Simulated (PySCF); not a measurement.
Isomers of C5H12O, one GFN2-xTB conformer each. Single-point energies are computed at PBE0/pcSseg-1 (PySCF, gas phase, no added dispersion term), electronic only.

| SMILES | GFN2-xTB relative energy (kJ/mol) |
| --- | --- |
| CCCOCC | 21.6 |
| CC(C)[C@H](C)O | 0.0 |
| CC(C)(C)CO | 1.5 |
| COC(C)(C)C | 10.4 |
| CC[C@H](C)OC | 18.9 |
| CCCCOC | 25.6 |

Conformers: `[CH3:1][CH2:2][CH2:3][O:4][CH2:5][CH3:6]` with C1–C2–C3–O4 180°, C2–C3–O4–C5 180°, C3–O4–C5–C6 180°; `[CH3:1][CH:2]([CH3:3])[C@H:4]([CH3:5])[OH:6]` with C1–C2–C4–C5 180°, C2–C4–O6–H 64°; `[CH3:1][C:2]([CH3:3])([CH3:4])[CH2:5][OH:6]` with C2–C5–O6–H -61°; `[CH3:1][CH2:2][C@H:3]([CH3:4])[O:5][CH3:6]` with C1–C2–C3–C4 -170°, C2–C3–O5–C6 -160°; `[CH3:1][CH2:2][CH2:3][CH2:4][O:5][CH3:6]` with C1–C2–C3–C4 179°, C2–C3–C4–O5 -59°, C3–C4–O5–C6 -72°.

**Question.** What does PBE0/pcSseg-1 give for the same structures?

**Answer.** 
```
        SMILES  PBE0/pcSseg-1 E (Eh)  PBE0/pcSseg-1 (kJ/mol)  GFN2-xTB (kJ/mol)  point group
CC(C)[C@H](C)O            -272.62449                     0.0                0.0           C1
    CC(C)(C)CO            -272.62318                     3.4                1.5            –
        CCCOCC            -272.61206                    32.6               21.6           Cs
    COC(C)(C)C            -272.61178                    33.3               10.4           Cs
  CC[C@H](C)OC            -272.61060                    36.4               18.9           C1
        CCCCOC            -272.60551                    49.8               25.6           C1
```

Both levels put the same isomer lowest; measured from each level's own lowest isomer, the values differ by up to 24.2 kJ/mol (CCCCOC: 25.6 against 49.8). As drawn, the lowest has an O–H bond, which the highest lacks. Neighbours under 10 kJ/mol apart (CC(C)[C@H](C)O and CC(C)(C)CO; CCCOCC and COC(C)(C)C; COC(C)(C)C and CC[C@H](C)OC) can change places with a better method, another conformer or zero-point energy.

**Question.** Which frontier levels, dipoles and rotational constants go with these structures?

**Answer.** 
```tsv
SMILES	HOMO (eV, PBE0/pcSseg-1)	LUMO (eV)	dipole (D)	A, B, C (MHz)
CC(C)[C@H](C)O	-7.62	1.35	1.61	4384, 2997, 1949
CC(C)(C)CO	-7.64	1.17	1.66	4414, 2602, 2591
CCCOCC	-7.25	1.57	1.10	15852, 1272, 1222
COC(C)(C)C	-7.19	1.40	1.28	4401, 2738, 2725
CC[C@H](C)OC	-7.25	1.55	1.22	4571, 2622, 1834
CCCCOC	-7.23	1.43	1.25	7173, 1695, 1576
```

**Question.** As an exercise, what shares would exp(−E/RT) give at 1000 K from these electronic energies alone (no entropy, no degeneracies)?

**Answer.** RT = 8.314 kJ/mol: CC(C)[C@H](C)O 58.3 %, CC(C)(C)CO 38.6 %, CCCOCC 1.2 %, COC(C)(C)C 1.1 %, CC[C@H](C)OC 0.7 %, CCCCOC 0.1 %.
